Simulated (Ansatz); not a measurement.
**AlH₄LiSi (SMILES [Li][AlH][SiH3]): one structure at several levels**

Aim: energy, forces and dipole at a structure displaced at random from a GFN2-xTB minimum, from CCSD(T) and from density functionals.

The runs use Ansatz 0.2.0, Gaussian basis; single points in def2-TZVPP.

Correlated methods freeze the cores. The outer core shell of Li, Na, Mg and K is correlated.

### Step 1. The starting structure

SMILES `[Li][AlH][SiH3]`, 7 atoms, charge 0, spin multiplicity 1.

Atoms are counted from 1 here; the program's logs count them from 0.

Bond lengths: Li1–Al2 2.354 Å, Al2–Si3 2.601 Å, Al2–H4 1.463 Å, Si3–H5 1.542 Å, Si3–H6 1.568 Å, Si3–H7 1.702 Å. Angles: Li1–Al2–Si3 156.6°, Li1–Al2–H4 106.6°, Si3–Al2–H4 94.4°, Al2–Si3–H5 112.0°, Al2–Si3–H6 106.2°, Al2–Si3–H7 120.8°, H5–Si3–H6 111.1°, H5–Si3–H7 100.3°, H6–Si3–H7 106.3°.

Coordinates:

```xyz
7
charge 0, multiplicity 1
Li   -2.8911   -2.2967   -0.1520
Al   -0.8828   -1.0839    0.0427
Si    0.6459    1.0199    0.0246
H     0.2006   -2.0141   -0.2742
H     0.4533    1.8622   -1.2527
H     0.2720    1.8446    1.3052
H     2.3409    0.8664    0.0343
```

### Step 2. CCSD(T)/def2-TZVPP

Contents of run/in.yaml:

```yaml
crystal:
  periodic: [false, false, false]
  atoms:
    - {symbol: Li, position_ang: [-2.891100, -2.296700, -0.152000]}
    - {symbol: Al, position_ang: [-0.882800, -1.083900, 0.042700]}
    - {symbol: Si, position_ang: [0.645900, 1.019900, 0.024600]}
    - {symbol: H, position_ang: [0.200600, -2.014100, -0.274200]}
    - {symbol: H, position_ang: [0.453300, 1.862200, -1.252700]}
    - {symbol: H, position_ang: [0.272000, 1.844600, 1.305200]}
    - {symbol: H, position_ang: [2.340900, 0.866400, 0.034300]}
basis:
  gaussian: {orbitals: def2-TZVPP}
correlation: {method: ccsd_t}
output: {forces: true}
```

No record of the launch command was kept for these runs.

### Step 3. PBE0-D4/def2-TZVPP

run/in.yaml, as its differences from that of step 2:

```diff
@@ -12,3 +12,3 @@
   gaussian: {orbitals: def2-TZVPP}
-correlation: {method: ccsd_t}
-output: {forces: true}
+hamiltonian: {xc: pbe0, dispersion: d4}
+output: {forces: true, orbitals: {seedname: orbitals}}
```

### Step 4. wB97M-V/def2-TZVPP

run/in.yaml, as its differences from that of step 3:

```diff
@@ -12,3 +12,3 @@
   gaussian: {orbitals: def2-TZVPP}
-hamiltonian: {xc: pbe0, dispersion: d4}
-output: {forces: true, orbitals: {seedname: orbitals}}
+hamiltonian: {xc: {name: wB97M-V}}
+output: {forces: true}
```

### Step 5. r2SCAN-D4/def2-TZVPP

run/in.yaml, as its differences from that of step 4:

```diff
@@ -12,3 +12,3 @@
   gaussian: {orbitals: def2-TZVPP}
-hamiltonian: {xc: {name: wB97M-V}}
+hamiltonian: {xc: r2scan, dispersion: d4}
 output: {forces: true}
```

### Step 6. PBE-D4/def2-TZVPP

run/in.yaml, as its differences from that of step 5:

```diff
@@ -12,3 +12,3 @@
   gaussian: {orbitals: def2-TZVPP}
-hamiltonian: {xc: r2scan, dispersion: d4}
+hamiltonian: {xc: pbe, dispersion: d4}
 output: {forces: true}
```

### Step 7. LC-wPBE/def2-TZVPP

run/in.yaml, as its differences from that of step 6:

```diff
@@ -12,3 +12,3 @@
   gaussian: {orbitals: def2-TZVPP}
-hamiltonian: {xc: pbe, dispersion: d4}
+hamiltonian: {xc: {name: LC-wPBE}}
 output: {forces: true}
```

### Step 8. revPBE-D4/def2-TZVPP

run/in.yaml, as its differences from that of step 7:

```diff
@@ -12,3 +12,3 @@
   gaussian: {orbitals: def2-TZVPP}
-hamiltonian: {xc: {name: LC-wPBE}}
+hamiltonian: {xc: {name: revPBE}, dispersion: d4}
 output: {forces: true}
```

(Steps that only read results are left out.)

What does the calculation give? Wanted: energy less free atoms, CCSD(T)/def2-TZVPP; RMS force component; RMS force error; HOMO and LUMO, PBE0-D4; T1 diagnostic.

As calculated:

```
                                  quantity                                                                                             value
energy less free atoms, CCSD(T)/def2-TZVPP                                                                                    -1469.6 kJ/mol
                       RMS force component                                                              1.020 to 1.106 eV/Å over the methods
                           RMS force error  PBE0-D4 0.049, wB97M-V 0.049, r2SCAN-D4 0.049, PBE-D4 0.136, LC-wPBE 0.056, revPBE-D4 0.173 eV/Å
                    HOMO and LUMO, PBE0-D4                                                                                -5.44 and -1.92 eV
                             T1 diagnostic                                                                                             0.014
```

Against CCSD(T) the functionals' energies less atoms differ by -36.8 to +6.7 kJ/mol, PBE-D4 by -10.0 kJ/mol. The reference is not at the basis limit: in triple zeta CCSD(T) underbinds, which counts against methods that bind more; the gaps are no ranking. For forces r2SCAN-D4 does best and revPBE-D4 worst. Frozen-core CCSD(T) forces in triple zeta carry basis errors of their own, and this is one geometry, so small gaps rank nothing. The restricted Hartree–Fock reference is unstable towards an unrestricted one at one or more of these structures.
